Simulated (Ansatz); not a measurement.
[B(CN)H3]- (CH₃BN⁻) was relaxed with r2SCAN-D4 (def2-TZVPD) in Ansatz in these states: charge -1 singlet, neutral doublet. The geometries follow in no particular order.

A:

```xyz
6

B     0.143   -0.406   -0.292
C    -0.290    0.825    0.593
N    -0.609    1.734    1.246
H    -0.275   -0.244   -1.432
H    -0.334   -1.429    0.187
H     1.366   -0.481   -0.301
```

B:

```xyz
6

B    -0.170    0.426   -0.031
C     0.875   -0.637   -0.259
N     1.689   -1.444   -0.443
H    -1.347   -0.075    0.090
H    -0.145    1.563   -0.350
H    -0.902    0.168    0.993
```

Judge from the bond lengths which geometry belongs to which state (an estimate).

A is the charge -1 singlet (B1–C2 1.577 Å, B1–H6 1.226 Å, B1–H4 1.226 Å); B is the neutral doublet (B1–C2 1.507 Å, B1–H6 1.285 Å, B1–H4 1.285 Å).
